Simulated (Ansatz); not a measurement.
# CH₂B− (SMILES B=[CH-]): one structure at several levels

The atoms stand at a structure displaced at random from a GFN2-xTB minimum. How far do the functionals agree with CCSD(T) there?

The runs use Ansatz 0.2.0, Gaussian basis; single points in def2-TZVPPD.

Cores are frozen in the correlated methods.

### Step 1. The system as given

SMILES `B=[CH-]`, 4 atoms, charge -1, spin multiplicity 1.

Atoms are counted from 1 here; the program's logs count them from 0.

Bond lengths: B1–C2 1.351 Å, B1–H3 1.201 Å, C2–H4 1.043 Å. Angles: C2–B1–H3 178.3°, B1–C2–H4 175.6°.

As a file:

```xyz
4
CH2B
B     0.0885   -0.5348    0.3257
C    -0.0965    0.6616   -0.2729
H     0.2172   -1.6051    0.8543
H    -0.1862    1.5621   -0.7911
```

### Step 2. CCSD(T)/def2-TZVPPD

File run/in.yaml:

```yaml
crystal:
  periodic: [false, false, false]
  atoms:
    - {symbol: B, position_ang: [0.088500, -0.534800, 0.325700]}
    - {symbol: C, position_ang: [-0.096500, 0.661600, -0.272900]}
    - {symbol: H, position_ang: [0.217200, -1.605100, 0.854300]}
    - {symbol: H, position_ang: [-0.186200, 1.562100, -0.791100]}
basis:
  gaussian: {orbitals: "def2-TZVPPD.json"}
total_charge: -1
correlation: {method: ccsd_t}
output: {forces: true}
```

The basis file named in the input lies beside it (Basis Set Exchange, JSON).

The command line of these runs was not kept.

### Step 3. PBE0-D4/def2-TZVPPD

run/in.yaml, as its differences from that of step 2:

```diff
@@ -10,3 +10,3 @@
 total_charge: -1
-correlation: {method: ccsd_t}
-output: {forces: true}
+hamiltonian: {xc: pbe0, dispersion: d4}
+output: {forces: true, orbitals: {seedname: orbitals}}
```

### Step 4. wB97M-V/def2-TZVPPD

run/in.yaml, as its differences from that of step 3:

```diff
@@ -10,3 +10,3 @@
 total_charge: -1
-hamiltonian: {xc: pbe0, dispersion: d4}
-output: {forces: true, orbitals: {seedname: orbitals}}
+hamiltonian: {xc: {name: wB97M-V}}
+output: {forces: true}
```

### Step 5. r2SCAN-D4/def2-TZVPPD

run/in.yaml, as its differences from that of step 4:

```diff
@@ -10,3 +10,3 @@
 total_charge: -1
-hamiltonian: {xc: {name: wB97M-V}}
+hamiltonian: {xc: r2scan, dispersion: d4}
 output: {forces: true}
```

### Step 6. PBE-D4/def2-TZVPPD

run/in.yaml, as its differences from that of step 5:

```diff
@@ -10,3 +10,3 @@
 total_charge: -1
-hamiltonian: {xc: r2scan, dispersion: d4}
+hamiltonian: {xc: pbe, dispersion: d4}
 output: {forces: true}
```

### Step 7. BHLYP-D4/def2-TZVPPD

run/in.yaml, as its differences from that of step 6:

```diff
@@ -10,3 +10,3 @@
 total_charge: -1
-hamiltonian: {xc: pbe, dispersion: d4}
+hamiltonian: {xc: {name: BHLYP}, dispersion: d4}
 output: {forces: true}
```

### Step 8. BLYP-D4/def2-TZVPPD

run/in.yaml, as its differences from that of step 7:

```diff
@@ -10,3 +10,3 @@
 total_charge: -1
-hamiltonian: {xc: {name: BHLYP}, dispersion: d4}
+hamiltonian: {xc: {name: BLYP}, dispersion: d4}
 output: {forces: true}
```

(Steps that only read results are left out.)

**Question.** What will these runs give? Wanted: RMS force component; RMS force error; HOMO and LUMO, PBE0-D4; T1 diagnostic.

The runs gave:

| quantity | value |
| --- | --- |
| RMS force component | 0.713 to 1.114 eV/Å over the methods |
| RMS force error | PBE0-D4 0.342, wB97M-V 0.413, r2SCAN-D4 0.265, PBE-D4 0.160, BHLYP-D4 0.546, BLYP-D4 0.142 eV/Å |
| HOMO and LUMO, PBE0-D4 | 0.22 and 3.99 eV |
| T1 diagnostic | 0.017 |

In words: On forces the order runs from BLYP-D4 to BHLYP-D4. Frozen-core CCSD(T) forces in triple zeta carry basis errors of their own, and this is one geometry, so small gaps rank nothing.
